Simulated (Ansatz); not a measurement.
Rutile PbO2 was calculated with PBE (plane waves, PAW; Ansatz, a first-principles code).

Output (set-up and result lines):

```
Relaxation: its limit of steps is 80 (relax.max_steps)
Crystal: 6 atoms, lattice volume = 87.136 Å³
Basis set: ecut = 520 eV, 2369 PW (Γ), exchange–correlation on 80×80×54 points (8 copies of the dense FFT grid, shifted against one another)
Bands: 32, of which v1, the nominal top of the filled ones, is band 26 counted from 1 (25 counted from 0)
Symmetry: 16 space group operations
Space group: P42/mnm (ITA 136), of the structure as read, at distance tolerance 4.4e-5 Å
k-points: 252 of 2304
Functional: x = pbe(κ = 0.804, μ = 0.2195149727645171), c = pbe(β = 0.06672455060314922)
SCF iter   1: F=—  HF=-26077.470134 eV  |F-HF|=—  |Δ(HF+E_count)|=         —  Δρ=3.45e-3  dr2=7.73e-3
SCF iter   2: F=—  HF=-26077.470486 eV  |F-HF|=—  |Δ(HF+E_count)|=   3.52e-4  Δρ=1.56e-3  dr2=1.27e-3
  ...
SCF 1 converged in 7 iterations: F = -26077.470978 eV  dr2 = 4.08e-8
Crystal: 6 atoms, lattice volume = 87.136 Å³
Basis set: ecut = 520 eV, 2385 PW (Γ), exchange–correlation on 80×80×54 points (8 copies of the dense FFT grid, shifted against one another)
Initial density: handed on by an earlier stage of this run
SCF 2 converged in 4 iterations: F = -26077.472041 eV  dr2 = 2.48e-7
Crystal: 6 atoms, lattice volume = 87.136 Å³
Basis set: ecut = 520 eV, 2401 PW (Γ), exchange–correlation on 80×80×54 points (8 copies of the dense FFT grid, shifted against one another)
SCF 3 converged in 6 iterations: F = -26077.472143 eV  dr2 = 4.97e-8
Crystal: 6 atoms, lattice volume = 87.136 Å³
SCF 4 converged in 5 iterations: F = -26077.472607 eV  dr2 = 8.07e-8
Crystal: 6 atoms, lattice volume = 87.136 Å³
SCF iter   5: F=—  HF=-26077.472611 eV  |F-HF|=—  |Δ(HF+E_count)|=   2.02e-8  Δρ=4.64e-7  dr2=9.93e-11
SCF iter   6: F=-26077.472611 eV  HF=-26077.472611 eV  |F-HF|=1.82e-11  |Δ(HF+E_count)|=  9.82e-11  Δρ=1.21e-7  dr2=7.64e-12
SCF 5 converged in 6 iterations: F = -26077.472611 eV  dr2 = 7.64e-12
SCF converged after 6 iterations
Free energy (F): -26077.472611 eV
Internal energy: -26077.468187 eV  (E = F + TS)
E sigma→0 (E₀):  -26077.470399 eV
Fermi energy:    7.595162 eV
--- Forces (eV/Å), atoms counted from 1 ---
  atom   1  Pb    -0.00000000     0.00000000     0.00000000
  atom   2  Pb     0.00000000     0.00000000     0.00000000
  atom   3  O      0.00012464     0.00012464     0.00000000
  atom   4  O      0.00012464    -0.00012464     0.00000000
  atom   5  O     -0.00012464     0.00012464     0.00000000
  atom   6  O     -0.00012464    -0.00012464     0.00000000
--- Stress (GPa, compression-positive) ---
        2.291411      -0.000000       0.000000
       -0.000000       2.291411       0.000000
        0.000000       0.000000       2.286284
  P = ⅓ Tr σ = 2.2897 GPa (22.897 kbar)
```

Write an input file that could have produced this run (the log leaves some choices open).

One answer among several that fit: 
Ansatz 0.2 input:
```yaml
crystal:
  lattice:
    - [5.0474883234, 0.0, 0.0]
    - [0.0, 5.0474883234, 0.0]
    - [0.0, 0.0, 3.4201475165]
  atoms:
    - { symbol: Pb, position: [0.0, 0.0, 0.0] }
    - { symbol: Pb, position: [0.5, 0.5, 0.5] }
    - { symbol: O, position: [0.3079776297, 0.3079776297, 0.0] }
    - { symbol: O, position: [0.8079776297, 0.1920223703, 0.5] }
    - { symbol: O, position: [0.1920223703, 0.8079776297, 0.5] }
    - { symbol: O, position: [0.6920223703, 0.6920223703, 0.0] }
basis:
  ecutwfc: 520
  ecutrho_ratio: 4
  xc_grid: 2
kpoints:
  mp_grid: { grid: [12, 12, 16] }
hamiltonian:
  xc: pbe
  dispersion: none
  pseudopotentials: { kind: paw }
scf:
  occupations: { method: fermi_dirac, width: 0.05 }
output:
  forces: true
  stress: true
  eigenvalues: true
relax:
  f_tol: 0.004
  escape_saddle: false
  max_steps: 80
  cell: { stress_tol: 0.02, fix: [volume] }
```

The cell is one volume of an energy–volume scan, off the minimum.

Computing time: about 4 core-minutes (a rough figure).
